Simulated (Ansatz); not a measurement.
Basis-set limit of CHClN, doublet

```json
{"atom": "Cl", "x (Å)": "0.0000", "y (Å)": "0.0000", "z (Å)": "-1.9747"}
{"atom": "H", "x (Å)": "0.0000", "y (Å)": "0.0000", "z (Å)": "-0.6959"}
{"atom": "N", "x (Å)": "0.0000", "y (Å)": "0.0000", "z (Å)": "1.9154"}
{"atom": "C", "x (Å)": "0.0000", "y (Å)": "0.0000", "z (Å)": "0.7553"}
```

Connectivity, by distances: ClH ··· N–C.

Ansatz 0.2.0, UHF determinant, valence electrons correlated. Energies in eV.

| set | X | functions | Hartree–Fock | MP2 correlation | CCSD(T) correlation | time |
| --- | --- | --- | --- | --- | --- | --- |
| def2-TZVPP | 3 | 118 | -15029.1111 | -13.5435 | -15.7340 | 12 s on 1 × NVIDIA H100 80GB HBM3 with 1 thread of AMD EPYC 7R13 Processor (Zen 3), with other jobs on the host |
| def2-QZVPP | 4 | 214 | -15029.5555 | -14.6213 | -16.7781 | 15 s on 1 × NVIDIA H100 80GB HBM3 with 1 thread of AMD EPYC 7R13 Processor (Zen 3) (shared host) |

Hartree–Fock is taken to follow E(X) = E∞ + A·exp(−7.88·√X), correlation E(X) = E∞ + B·X^−2.97.

Cautions: higher spins were not checked; ⟨S²⟩ of the determinant is 1.12 against 0.75, spin contaminated.

Work out the CCSD(T) energy at the limit, and how far the shortcut misses it that extrapolates MP2 and adds CCSD(T) minus MP2 from the smaller set.

Hartree–Fock: E∞ = E4 + 0.1377·(E4 − E3) = -15029.6167. Correlation: E∞ = E4 + 0.7407·(E4 − E3) = -17.5516 for CCSD(T) and -15.4197 for MP2. The limit is -15047.1683 eV, 0.835 eV below def2-QZVPP. The shortcut gives a correlation energy of -15.4197 + (-2.1905) = -17.6101, 59 meV lower than the direct value.

Past Ne part of the Hartree–Fock step between the two sets comes from the cores, which don't follow the formula, so the 61 meV that it adds to the total can overshoot; that part largely cancels in differences.
